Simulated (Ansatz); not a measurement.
Smallest direct gap on the k points sampled of rock-salt CaO at several levels of theory

No measured value is used here.

```csv
level (code),value (eV),cell (Å³/atom)
PBE (Ansatz),4.03,13.92
PBE-D3(BJ) (Ansatz),4.02,13.68
r²SCAN (Ansatz),4.58,13.92
PBE0 (Ansatz),6.49,13.92
Hartree–Fock (Ansatz),…,13.92
```

Question: Fill in the missing entries.

Answer: 
- Hartree–Fock (Ansatz, a first-principles code), value (eV): 14.50

At these levels the smallest gap is indirect and lower: PBE 3.66, PBE-D3(BJ) 3.65, r²SCAN 4.20, PBE0 6.05, Hartree–Fock 13.97 eV. Computed values are for a static lattice.  Values are at the measured cell; PBE-D3(BJ) at the level's own relaxed cell. Cutoffs and k meshes differ between the levels. Ansatz's density-functional and Hartree–Fock values are scalar-relativistic unless marked +SOC, with PAW data made under PBE.
